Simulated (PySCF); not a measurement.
Species: C₄H₆N₂.
Bonds: C1–N2, N2–C3 (aromatic), C3–C4 (aromatic), C4–C5 (aromatic), C5–N6 (aromatic), N2–N6 (aromatic). Hydrogens: H7, H8, H9 on C1; H10 on C3; H11 on C4; H12 on C5.

Method: PBE0-D3(BJ)/def2-SVP geometry optimisation, gas phase (PySCF 2.14.0).

Task: What internal coordinates does the optimisation give?

Result: 
| bond | length (pm) | order |
| --- | --- | --- |
| C1–N2 | 143.8 | single |
| N2–C3 | 135.5 | aromatic |
| C3–C4 | 138.2 | aromatic |
| C4–C5 | 141.1 | aromatic |
| C5–N6 | 132.6 | aromatic |
| N2–N6 | 133.0 | aromatic |
| C1–H7, C1–H8, C1–H9 | 109.9 | single |
| C3–H10 | 108.8 | single |
| C4–H11 | 108.7 | single |
| C5–H12 | 109.0 | single |

Bonds in one row agree within 1 pm and their mean is given. Orders are formal, as drawn. A selection of angles:
| angle | degrees |
| --- | --- |
| N2–C1–H7 | 109.2 |
| N2–C1–H8 | 110.6 |
| H7–C1–H8 | 109.1 |
| C1–N2–C3 | 127.7 |
| C1–N2–N6 | 119.7 |
| C3–N2–N6 | 112.6 |
| N2–C3–C4 | 106.6 |
| N2–C3–H10 | 121.7 |
| C4–C3–H10 | 131.7 |
| C3–C4–C5 | 104.0 |
| C3–C4–H11 | 127.5 |
| C5–C4–H11 | 128.5 |
| C4–C5–N6 | 111.5 |
| C4–C5–H12 | 128.5 |
| N6–C5–H12 | 119.9 |
| N2–N6–C5 | 105.3 |

N6 (pyridine-type nitrogen) is bent (angle 105.3°). The 6 heavy atoms lie in one plane (0.007 Å rms). The 5-membered ring N2–C3–C4–C5–N6 has internal angles of 104.0° to 112.6° (sum 540°, against 540° for a flat polygon); it is planar, 0.00 Å rms from its mean plane, widest ring torsion 0°. The 2 C–C bonds span 1.382 Å (C3–C4, aromatic) to 1.411 Å (C4–C5, aromatic), a spread of 0.029 Å. Of the pairs four or more bonds apart, H7···H10 is among the closest relative to their van der Waals radii: 2.49 Å, 104 % of the sum of Bondi's values. The C–N distances run from 1.326 Å (C5–N6, aromatic) to 1.438 Å (C1–N2, drawn single), a spread of 0.112 Å. N2 (pyrrole-type nitrogen) is planar (angles 127.7°, 119.7° and 112.6°, sum 360.0°, 0.01 Å off the plane of its three neighbours).

Point group: near Cs, missed by 0.19 Å at most; the miss may be what the optimiser left on a soft mode. PBE0-D3(BJ)/def2-SVP frequencies: not computed here.

On one thread of an Arm Neoverse V1, no GPU, shared host, this took 75 s and 0.47 GiB of memory at its peak. This is the geometry optimisation.
